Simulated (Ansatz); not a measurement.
# C3H5NO: one species, many methods

One table from this session's results is given with a row withheld; the runs are named, their logs left out.

Method: functionals in def2-TZVPP, the program's frozen cores in correlated methods; program: Ansatz 0.2.0, Gaussian basis.

Levels to be run: LDA (SPW92), PBE-D4, revPBE-D4, BLYP-D4, r2SCAN-D4, B97M-V, PBE0-D4, B3LYP-D4, r2SCANh-D4, r2SCAN0-D4, HSE06-D4, BHLYP-D4, CAM-B3LYP-D4, LC-ωPBE, ωB97X-V, ωB97M-V, B2PLYP, PBE-QIDH; CCSD(T)/def2-SVP; CCSD(T)/def2-TZVPP; MP2/def2-QZVPP; extrapolation to the limit; RPA on PBE.

### Structure used throughout

All runs share one geometry, relaxed beforehand with PBE0-D4 in a triple-zeta def2 set.

SMILES `OC1=NCC1`, 10 atoms, charge 0, spin multiplicity 1.

Atoms are counted from 1 here; the program's logs count them from 0.

Bond lengths: O1–C2 1.327 Å, O1–H6 0.967 Å, C2–N3 1.278 Å, C2–C5 1.487 Å, N3–C4 1.491 Å, C4–C5 1.548 Å, C4–H7 1.092 Å, C4–H8 1.092 Å, C5–H9 1.091 Å, C5–H10 1.091 Å. Angles: C2–O1–H6 107.5°, O1–C2–N3 129.2°, O1–C2–C5 129.4°, N3–C2–C5 101.4°, C2–N3–C4 89.1°, N3–C4–C5 89.7°, N3–C4–H7 112.8°, N3–C4–H8 112.8°, C5–C4–H7 115.4°, C5–C4–H8 115.4°, H7–C4–H8 109.7°, C2–C5–C4 79.8°, C2–C5–H9 115.8°, C2–C5–H10 115.8°, C4–C5–H9 116.5°, C4–C5–H10 116.5°, H9–C5–H10 109.8°.

Set-up of the first run:

in.yaml

```yaml
crystal:
  periodic: [false, false, false]
  atoms:
    - {symbol: O, position_ang: [-1.072995, 1.811395, -0.123093]}
    - {symbol: C, position_ang: [-0.482226, 0.624003, -0.169686]}
    - {symbol: N, position_ang: [-0.691099, -0.350952, -0.968937]}
    - {symbol: C, position_ang: [0.367828, -1.126159, -0.261051]}
    - {symbol: C, position_ang: [0.597568, 0.072326, 0.691798]}
    - {symbol: H, position_ang: [-1.731919, 1.836662, -0.831015]}
    - {symbol: H, position_ang: [1.210582, -1.377548, -0.907748]}
    - {symbol: H, position_ang: [-0.016668, -2.032020, 0.211411]}
    - {symbol: H, position_ang: [0.337634, -0.081499, 1.739967]}
    - {symbol: H, position_ang: [1.564294, 0.572692, 0.621354]}
basis:
  gaussian: {orbitals: def2-TZVPP}
hamiltonian: {xc: lda}
output: {orbitals: {seedname: orbitals}}
```

Launch:

```bash
ansatz run in.yaml --threads 4 --pin off --events-out ev --progress --plain --max-ram 10444MiB
```

Steps of the session up to this table: LDA; PBE-D4 (GGA); revPBE-D4 (GGA); BLYP-D4 (GGA); r2SCAN-D4 (meta-GGA); B97M-V (meta-GGA); PBE0-D4 (hybrid); B3LYP-D4 (hybrid); r2SCANh-D4 (hybrid); r2SCAN0-D4 (hybrid); HSE06-D4 (hybrid); BHLYP-D4 (hybrid); CAM-B3LYP-D4 (range-separated); LC-ωPBE (range-separated); ωB97X-V (range-separated); ωB97M-V (range-separated); B2PLYP (double hybrid); PBE-QIDH (double hybrid).

One table of the session follows, with a row left open; its other results are not shown here.

It belongs to the step «Frontier levels by functional». 

| functional | HOMO (eV) | LUMO (eV) | gap (eV) |
| --- | --- | --- | --- |
| LDA (SPW92) | -6.28 | -0.58 | 5.70 |
| PBE-D4 | -6.14 | -0.35 | 5.78 |
| revPBE-D4 | -6.08 | -0.27 | 5.81 |
| BLYP-D4 | -6.05 | -0.26 | 5.80 |
| r2SCAN-D4 | -6.43 | -0.09 | 6.34 |
| B97M-V | -6.55 | 0.00 | 6.55 |
| PBE0-D4 | -7.57 | 0.76 | 8.34 |
| B3LYP-D4 | -7.35 | 0.47 | 7.83 |
| r2SCANh-D4 | -6.99 | 0.31 | 7.31 |
| r2SCAN0-D4 | -7.74 | 0.92 | 8.66 |
| HSE06-D4 | -7.17 | 0.37 | 7.54 |
| BHLYP-D4 | -8.77 | 1.74 | 10.51 |
| CAM-B3LYP-D4 | -8.96 | 1.89 | 10.84 |
| LC-ωPBE | -10.32 | 3.18 | 13.50 |
| ωB97X-V | ? | ? | ? |
| ωB97M-V | -9.85 | 2.58 | 12.43 |

**Question.** Estimate the row for ωB97X-V.

As computed: HOMO (eV): -9.94; LUMO (eV): 3.05; gap (eV): 12.99. In the column «HOMO (eV)» it lies between LC-ωPBE (-10.32) and ωB97M-V (-9.85).
